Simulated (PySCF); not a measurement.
Molecule: SMILES c1cn(C)nn1, C3H5N3.

Mapped SMILES: `[CH3:1][n:2]1[cH:3][cH:4][n:5][n:6]1` (H(Xn): hydrogen on atom n).

Geometry PBE0-D3(BJ)/def2-SVP throughout; GIAO in PySCF 2.14, gas phase, one conformer, non-relativistic; equivalent atoms averaged; basis pcSseg-2.

For orientation, PBE0 gives these absolute shieldings σ: C4 41.4, C3 54.2, C1 147.0, N6 -150.2, N5 -135.0, N2 0.5, H(C4) 23.46, H(C3) 23.78, H(C1) 27.22 ppm.

A run gave: C4 40.5, C3 53.2, C1 146.3, N6 -152.5, N5 -137.3, N2 -0.9, H(C4) 23.52, H(C3) 23.84, H(C1) 27.28 ppm (absolute shieldings σ).

Q: Which functional was used in that run?
A. KT2
B. B97-D
C. B3LYP
D. mPW1PW91

A: D. C3 tells them apart best: mPW1PW91 gives 53.2, B3LYP gives 49.5, B97-D gives 55.8, KT2 gives 63.4 ppm.
